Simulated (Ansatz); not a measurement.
Worked example: HC–CH⁺, doublet against HC–CH, singlet

Geometry (PBE0/def2-TZVP stationary point of a singlet), kept for both states (HC–CH, singlet: Σg⁺g; HC–CH⁺, doublet: Πu):

```xyz
4

C     0.0000    0.0000    0.5985
C     0.0000    0.0000   -0.5985
H     0.0000    0.0000    1.6632
H     0.0000    0.0000   -1.6632
```

Basis cc-pVTZ; Ansatz 0.2.0. Only valence electrons are correlated (noble-gas cores frozen). Prefix R: restricted or restricted open-shell reference; prefix U: unrestricted.

Full CI isn't at hand for all of this; UCCSDT(Q) serves as the reference, and is uncertain by the last step of the cluster series or more.

| level | E(HC–CH, singlet) (hartree) | E(HC–CH⁺, doublet) (hartree) |
| --- | --- | --- |
| UHF | -76.849823 | -76.489463 |
| UMP2 | -77.158791 | -76.732361 |
| UCCSD(T) | -77.187337 | -76.766975 |
| PBE | -77.249867 | -76.830330 |
| r2SCAN | -77.305523 | -76.891804 |
| UCCSDT(Q) | -77.188565 | -76.768277 |

Task: Give the vertical gap, HC–CH⁺ doublet less HC–CH singlet, at each level in eV (1 hartree = 27.2114 eV), and each error against UCCSDT(Q).

Result: UCCSDT(Q): (-76.768277 − (-77.188565)) × 27.2114 = 11.437 eV (the reference)
r2SCAN: (-76.891804 − (-77.305523)) × 27.2114 = 11.258 eV, error -0.179 eV
PBE: (-76.830330 − (-77.249867)) × 27.2114 = 11.416 eV, error -0.021 eV
UCCSD(T): (-76.766975 − (-77.187337)) × 27.2114 = 11.439 eV, error 0.002 eV
UMP2: (-76.732361 − (-77.158791)) × 27.2114 = 11.604 eV, error 0.167 eV
UHF: (-76.489463 − (-76.849823)) × 27.2114 = 9.806 eV, error -1.631 eV

Total energies of functionals can't be set beside those of wave-function methods, since they hold the core's correlation and their own absolute errors; only the differences compare.

The reference still carries a basis error, for a change of charge of the order of 0.1 eV, so smaller errors of functionals can't be ranked.

Each level lands on the state that its own search finds. T1 diagnostics of restricted CCSD: 0.013 and 0.013.
